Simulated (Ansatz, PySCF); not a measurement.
Gas-phase enthalpy of formation at 298 K, by the atomisation route, of [LiH] (LiH) (SMILES; LiH). Geometries: B3LYP-D3(BJ)/def2-TZVP minima from Ansatz (a quantum-chemistry and plane-wave program). Correlated levels leave the core frozen unless marked. Open shells are spin-unrestricted. Spin-orbit coupling is left out. Non-relativistic. Basis-set limits of correlation are two-point, X^-3; Hartree-Fock from the larger set. Thermal terms are rigid-rotor harmonic-oscillator values from B3LYP-D3(BJ) frequencies (PySCF) at 298.15 K and 1 atm. 1 Eh = 627.5095 kcal/mol.

| species | count | E, CCSD(T)/CBS(def2-TZVPPD,def2-QZVPPD) (Ansatz) (Eh) | E, PBE/def2-TZVPD (Ansatz) (Eh) | measured ΔHf at 0 K (kcal/mol) | H(298) - H(0) of the element (kcal/mol) |
|---|---|---|---|---|---|
| [LiH] (LiH) | 1 | -8.02458 | -8.04584 | - | - |
| H atom | 1 | -0.49998 | -0.49962 | 51.63 | 1.01 |
| Li atom | 1 | -7.43274 | -7.46192 | 37.69 | 1.10 |

Molecule: zero-point energy 2.03, H(298) - H(0) 2.08 kcal/mol. The route leaves out scalar relativity and anharmonic zero-point terms, and in the frozen-core level the core correlation. Atomic data: G2/97 table in ASE.

Problem. Work out De, D0 and ΔHf at 0 and 298 K at both levels, and their errors against the measured value.

Solution. 
The atoms' values sum to 89.32 (0 K) and 2.11 (thermal), in kcal/mol.
- CCSD(T)/CBS(def2-TZVPPD,def2-QZVPPD): De = 57.64; D0 = 57.64 - 2.03 = 55.61; ΔHf(0 K) = 89.32 - 55.61 = 33.71; ΔHf(298 K) = 33.71 + 2.08 - 2.11 = 33.68; error +0.4.
- PBE/def2-TZVPD: De = 52.90; D0 = 52.90 - 2.03 = 50.87; ΔHf(0 K) = 89.32 - 50.87 = 38.45; ΔHf(298 K) = 38.45 + 2.08 - 2.11 = 38.42; error +5.1.
Measured: 33.3 kcal/mol (G2/97 table in ASE (Curtiss et al.)). This is an older compilation, not checked against later work.
